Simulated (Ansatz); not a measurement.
For Os (model structure, started from the omega type, P6/mmm, No. 191, 3 atoms in the cell), PBE in Ansatz (PAW) gives:

```
Quantity                         Result
------------------------------  -------
equilibrium lattice constant a  4.322 Å
lattice parameter c             2.723 Å
```

Task: What does PBE-D3(BJ) in Ansatz (PAW) give for the same quantities?

Result: 
- lattice constant a: 4.298 Å (shrinks by 0.6 %)
- lattice parameter c: 2.702 Å (falls by 0.8 %)

Changes are worked out from the printed values.

Unless a cell is named, each level is at its own relaxed cell (PBE 14.68, PBE-D3(BJ) 14.41 Å³/atom).

Levels without +SOC leave out spin–orbit coupling, which shifts energies and cells of such heavy elements.

Ansatz's density-functional and Hartree–Fock values are scalar-relativistic unless marked +SOC, with PAW data made under PBE.

A model structure was made by putting elements into a prototype or built by hand; it is no filed structure, need not be a known phase, and can be a saddle point held by its symmetry.

Ansatz is a quantum-chemistry and plane-wave program.
